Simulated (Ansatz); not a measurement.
## Counterpoise correction, worked out

The pair of H2S (SMILES S, atoms 1–3) and SiNH5 (SMILES [SiH3]N, atoms 4–10), both closed shells, in one local arrangement (a lower one may exist), relaxed at PBE0-D4/def2-TZVP:

| atom | x (Å) | y (Å) | z (Å) |
| --- | --- | --- | --- |
| S1 | 0.2190 | 0.1825 | -2.9265 |
| H2 | -0.2705 | 0.2847 | -1.6686 |
| H3 | 1.4477 | 0.5585 | -2.5415 |
| Si4 | 0.2947 | -0.5260 | 1.2546 |
| N5 | -0.9069 | 0.4224 | 0.4431 |
| H6 | 0.1334 | -1.9276 | 0.7967 |
| H7 | 1.6242 | 0.0060 | 0.8617 |
| H8 | 0.2173 | -0.5077 | 2.7441 |
| H9 | -0.9007 | 1.4221 | 0.5832 |
| H10 | -1.8583 | 0.0850 | 0.4532 |

Program: Ansatz 0.2.0. Basis: def2-TZVPPD. Cores are frozen in the correlated methods.

MP2 total energies in eV:

| system | geometry | basis functions | energy |
| --- | --- | --- | --- |
| pair | pair | all | -20289.10963 |
| H2S | as in the pair | all (partner as ghosts) | -10854.65261 |
| SiNH5 | as in the pair | all (partner as ghosts) | -9434.34122 |
| H2S | as in the pair | its own | -10854.64086 |
| SiNH5 | as in the pair | its own | -9434.32844 |
| H2S | free (PBE0-D4 minimum) | its own | -10854.64591 |
| SiNH5 | free (PBE0-D4 minimum) | its own | -9434.32941 |

Question: Work out the interaction energy with and without the counterpoise correction, the superposition error, and the binding energy from the relaxed fragments.

Answer: Without correction: -20289.10963 − (-10854.64086) − (-9434.32844) = -0.14033 eV.
With correction (each fragment in the whole basis): -20289.10963 − (-10854.65261) − (-9434.34122) = -0.11580 eV = -2.67 kcal/mol.
The superposition error is the difference, 0.02453 eV, 17 % of the uncorrected value: each fragment borrows its partner's functions.
Deformation from the free shapes: 0.00505 eV for H2S and 0.00097 eV for SiNH5.
Binding energy from relaxed fragments: -0.11580 + 0.00505 + 0.00097 = -0.10978 eV = -2.53 kcal/mol (electronic, without zero-point energy; negative means bound). For comparison, the corrected interaction energy by CCSD(T) at an estimated basis limit (MP2 extrapolated from triple and quadruple zeta, plus CCSD(T) − MP2 in triple zeta) is -0.120 eV.

T1 diagnostic: at most 0.011.

For scale, one of the runs: CCSD(T)/def2-TZVPPD, 255 basis functions, launched by `ansatz run in.yaml --threads 4 --pin off --events-out ev --progress --plain --max-ram 9574MiB`. The run took 57 s on 4 CPU threads of an AMD EPYC 7B13 (shared host), with 5.3 GiB of host memory at its peak.
